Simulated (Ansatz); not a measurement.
# CH6Si: the cost of one run

Method: RKS PBE0/cc-pVDZ, in Ansatz 0.2.0.

### 1 The starting structure

Bond lengths: Si1–H2 1.660 Å, Si1–H3 1.660 Å, Si1–H4 1.459 Å, Si1–C5 1.869 Å, C5–H6 1.110 Å, C5–H7 1.110 Å, C5–H8 1.110 Å. Angles: H2–Si1–H3 35.4°, H2–Si1–H4 123.4°, H2–Si1–C5 123.4°, H3–Si1–H4 123.4°, H3–Si1–C5 123.4°, H4–Si1–C5 109.5°, Si1–C5–H6 109.5°, Si1–C5–H7 109.5°, Si1–C5–H8 109.5°, H6–C5–H7 109.4°, H6–C5–H8 109.4°, H7–C5–H8 109.4°.

Structure file:

```xyz
8

Si    0.0000    0.0000    0.0000
H     0.9994    0.0000    1.3254
H     1.5827    0.0000    0.5009
H    -0.6877    1.1914   -0.4862
C    -0.8808   -1.5259   -0.6227
H    -1.3804   -2.0377    0.2261
H    -1.6409   -1.2332   -1.3768
H    -0.1449   -2.2146   -1.0879
```

### 2 A restrained relaxation towards end A

Springs on the bonds that form and break draw the guess towards this end; the thresholds are loose.

Input file input.yaml:

```yaml
crystal:
  periodic: [false, false, false]
  atoms:
    - { symbol: Si, position_ang: [0.0, 0.0, 0.0] }
    - { symbol: H, position_ang: [0.9994, 0.0, 1.3254] }
    - { symbol: H, position_ang: [1.5827, 0.0, 0.5009] }
    - { symbol: H, position_ang: [-0.6877, 1.1914, -0.4862] }
    - { symbol: C, position_ang: [-0.8808, -1.5259, -0.6227] }
    - { symbol: H, position_ang: [-1.3804, -2.0377, 0.2261] }
    - { symbol: H, position_ang: [-1.6409, -1.2332, -1.3768] }
    - { symbol: H, position_ang: [-0.1449, -2.2146, -1.0879] }
basis:
  gaussian: { orbitals: cc-pVDZ }
hamiltonian:
  xc: pbe0
relax:
  f_tol: 0.15
  max_steps: 25
  restrain:
    - { distance: [1, 2], at: 1.86, k: 30.0 }
    - { distance: [0, 1], at: 1.46, k: 30.0 }
    - { distance: [0, 2], at: 1.46, k: 30.0 }
output:
  orbitals: {}
```

Launch:

```sh
ansatz run input.yaml --threads 1 --pin off --max-ram 2048MiB --backend cpu --events-out ev --progress --plain --runs-dir out
```

Q: Estimate wall time and peak memory on 1 thread of Arm Neoverse V2, shared host.

About 13 s, with a peak of 0.11 GiB.
